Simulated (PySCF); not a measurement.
Compound: C₆H₅ (doublet state).
Geometry (GFN2-xTB, Å), atoms numbered from 1 in this order:
```
atom  x, y, z in Å
C1    -3.543    0.182   -0.181
C2    -2.217    0.114   -0.054
C3    -0.986    0.051    0.065
C4     0.341   -0.018    0.193
C5     1.550   -0.080    0.310
C6     2.982   -0.153    0.445
H7    -4.182    0.225    0.685
H8    -4.008    0.195   -1.151
H9     3.255   -0.956    1.132
H10    3.443   -0.345   -0.524
H11    3.370    0.788    0.839
```

As a line formula: `[CH2]C#CC#CC` [radical].

Theory: PySCF, UKS B3LYP, pcH-1 on C H, non-relativistic, mean-field spin-orbit, GIAO. Geometry: GFN2-xTB; no solvent, vibrations or thermal averaging. GFN2-xTB frequencies show an imaginary mode (28i cm⁻¹), so this geometry is no minimum at that level. The geometry wasn't refined by DFT: couplings that depend on bond lengths, twists or pyramidal angles can differ widely from those at the functional's own minimum. Stability of the SCF solution: not tested. ⟨S²⟩ is 0.781 where a pure state has 0.75.

(1) What is the g tensor, term by term?

(2) At 9.676 GHz, how far is the centre of the isotropic spectrum from where a free electron (g = 2.002319) resonates?

(3) What are the electron Larmor frequencies g μB B/h along the three axes at 330 mT?

(4) Average each term over the three axes. Which is largest in size?

(5) In a frozen sample, at which fields do the three g values resonate at 9.5, 34, 94 and 263 GHz (hyperfine left aside), and which band first spreads them over more than twice a line width of 1.0 mT?

Answers

(1) 
| Δg (ppm) | 1 | 2 | 3 |
| --- | --- | --- | --- |
| relativistic mass correction | -143 | -143 | -143 |
| gauge correction | -4 | 28 | 35 |
| orbital Zeeman/spin–orbit | 16 | 701 | 1280 |
| total | -131 | 586 | 1173 |

So g = 2.00219, 2.00291, 2.00349 and g_iso = 2.00286; the tensor is rhombic: the two nearest values differ by 45 % of g3 − g1. Axes: g3 points within 1° of the C5–C6 bond.

(2) B = hν/(g μB) with μB/h = 13.99624 MHz/mT gives 345.26 mT for the free electron and 345.17 mT at g_iso, 0.09 mT lower.

(3) 9.2476, 9.2509, 9.2536 GHz for g1, g2 and g3, a range of 6.0 MHz.

(4) The orbital-Zeeman/spin–orbit term 666, the mass correction -143 and the gauge correction 19 ppm, for a total of 543 ppm. The orbital-Zeeman/spin–orbit term is the largest in size. The mass correction is the same along every axis, so the anisotropy comes from the other two: their spans along these axes are 39 (gauge) and 1265 ppm (orbital Zeeman/spin–orbit).

(5) 
```csv
band,GHz,B(g3) mT,B(g2) mT,B(g1) mT,spread mT
X,9.5,338.79,338.88,339.01,0.22
Q,34.0,1212.49,1212.85,1213.28,0.79
W,94.0,3352.19,3353.17,3354.37,2.18
J,263.0,9379.00,9381.75,9385.11,6.11
```

The spread grows in proportion to the frequency. W band is the first where it exceeds 2.0 mT.

Largest spin populations (Mulliken): C1 (+0.66), C3 (+0.49), C5 (+0.36) and C2 (-0.27). Three atoms exceed +0.15. The positive populations add up to 1.55 and the negative ones to -0.55, together 2S = 1. The angles at C1 add up to 360.0°, so it is planar; its axial dipolar tensor and the negative couplings of its protons fit spin in a p orbital normal to that plane.

The HOMO–LUMO gaps are 4.80 eV among the α and 3.74 eV among the β orbitals.
